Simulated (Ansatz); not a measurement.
System: InS (Pnnm, No. 58). Method: HSE06 (plane waves, PAW; Ansatz, a quantum-chemistry and plane-wave program).

Run with plane-wave cutoff 460 eV, 6×2×6 k mesh (along the axes of the cell as run), Fermi–Dirac smearing 0.01 eV, scalar-relativistic PAW data made under PBE.

Cell (relaxed with PBEsol):

```xyz
8
Lattice="4.3796 0.0000 0.0000 0.0000 10.6796 0.0000 0.0000 0.0000 3.9499" Properties=species:S:1:pos:R:3 pbc="T T T"
In     1.6635     6.6224     1.9749
In     2.7160     4.0572     1.9749
In     3.8533     9.3970     0.0000
In     0.5262     1.2826     0.0000
S      2.2344     9.0736     1.9749
S      2.1451     1.6061     1.9749
S      0.0446     6.9459     0.0000
S      4.3349     3.7338     0.0000
```

Task: Estimate the band gap, smallest direct gap on the k points sampled and Γ–Γ gap that the calculation returns.

Result: 
band gap: 1.61 eV
smallest direct gap on the k points sampled: 2.32 eV
Γ–Γ gap: 2.72 eV

Note: cell and atoms aren't relaxed at this level (pressure 1.2 GPa).

Spin–orbit coupling is not included.

The computed numbers hold no vibrational or temperature effects.

The result took about 10 core-minutes (a rough figure).
